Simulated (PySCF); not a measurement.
Fill in the blanks.

Species: dimethylformamide, C3H7NO.
Numbering: `[CH3:1][N:2]([CH3:3])[CH:4]=[O:5]` (hydrogens: H6, H7, H8 on C1; H9, H10, H11 on C3; H12 on C4)

Conformer (atom-mapped SMILES and torsion angles): `[CH3:1][N:2]([CH3:3])[CH:4]=[O:5]`: C1–N2–C4–O5 180°.

| property | level | value |
| --- | --- | --- |
| point group | PBE0-D3(BJ)/def2-SVP | Cs |
| rotational constants A, B, C | PBE0-D3(BJ)/def2-SVP | ? |
| dipole moment | B3LYP/pcSseg-2 | ? |
| HOMO energy | B3LYP/pcSseg-2 | -6.97 eV |
| LUMO energy | B3LYP/pcSseg-2 | 0.05 eV |
| 13C chemical shifts (computed TMS as zero) by class | GIAO B3LYP/pcSseg-2 | ? |
| 1H chemical shifts (computed TMS as zero) by class | GIAO B3LYP/pcSseg-2 | ? |
| isotropic shieldings of nuclei other than C and H, by class | GIAO B3LYP/pcSseg-2 | ? |
| largest of the computed one-bond spin–spin couplings (means over like bonds) | B3LYP/pcJ-1, spin–dipole term left out for some pairs | 13C–1H +196.7 (C4–H12), 13C–1H +142.6 (C1–H6 and 5 like it), 17O–13C +28.6 (O5–C4), 15N–13C -15.6 (N2–C4), 15N–13C -14.2 (N2–C1 and 1 like it) Hz |
| core binding energies | ΔSCF SCAN, pcX-2 on the ionised atom, pcseg-1 elsewhere, spin-free X2C | C1s 292.3 (C1/C3), C1s 293.4 (C4), N1s 405.9 (N2), O1s 536.9 (O5) eV |

The electronic properties come from PySCF, for the isolated species, density fitting. Geometry: PBE0-D3(BJ)/def2-SVP; no solvent or vibrations. NMR classes are plain means over equivalent atoms (diastereotopic ones count apart unless rotation or inversion swaps them), as if these changed places fast; in this geometry the members of some classes differ.

The rotational constants A, B, C?

9.012, 4.224, 2.985 GHz.

What are the 1H chemical shifts (computed TMS as zero) by class?

8.05 (H12), 2.86 (H6/H7/H8/H9/H10/H11) ppm.

Give the 13C chemical shifts (computed TMS as zero) by class.

166.6 (C4), 34.0 (C1/C3) ppm.

What is the dipole moment?

4.01 D.

The isotropic shieldings of nuclei other than C and H, by class?

131 (N2), -81 (O5) ppm.

The rotational constants make it an asymmetric top with κ = (2B − A − C)/(A − C) = -0.59, nearer the prolate limit (−1). A dipole of 4.01 D is allowed in Cs, and pure rotational transitions are dipole-allowed. With B = h/(8π²I), that is 505.379 GHz u Å² over I, the principal moments of inertia are 56.1, 119.7 and 169.3 u Å² (most abundant isotopes). The dipole equals about 13.4 × 10⁻³⁰ C·m (1 D = 3.33564 × 10⁻³⁰ C·m).
